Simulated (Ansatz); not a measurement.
`C=C(N)CF` and `C=CC(=C)N` differ in one atom or group.

Ansatz, PBE0-D4/def2-TZVP geometries, multiplicity 1. Each molecule was computed in one conformer, which needn't be the lowest.

| property | `C=C(N)CF` |
| --- | --- |
| HOMO energy (ωB97M-V/def2-TZVPP) / eV | -8.52 |
| LUMO energy (PBE0/def2-TZVPP) / eV | 0.45 |
| HOMO energy (PBE0/def2-TZVPP) / eV | -6.29 |
| LUMO energy (PBE/def2-TZVPP) / eV | -0.55 |
| HOMO–LUMO gap (PBE/def2-TZVPP) / eV | 4.59 |
| LUMO energy (B3LYP/def2-TZVPP) / eV | 0.19 |

Q: Give the same properties after the change, and the shifts. (Best estimate.)

A: Computed: 
```
                             property  `C=CC(=C)N`  shift
HOMO energy (ωB97M-V/def2-TZVPP) / eV        -8.21   0.31
   LUMO energy (PBE0/def2-TZVPP) / eV        -0.66  -1.11
   HOMO energy (PBE0/def2-TZVPP) / eV        -6.08   0.21
    LUMO energy (PBE/def2-TZVPP) / eV        -1.57  -1.02
  HOMO–LUMO gap (PBE/def2-TZVPP) / eV         3.45  -1.14
  LUMO energy (B3LYP/def2-TZVPP) / eV        -0.87  -1.06
```

With PBE0 the HOMO rises by 0.21 eV and the LUMO falls by 1.11 eV, so the gap narrows by about 1.32 eV. PBE moves the HOMO by 0.11 eV and ωB97M-V by 0.31 eV.

B3LYP here is the variant with VWN-RPA as its local correlation; programs differ in this.
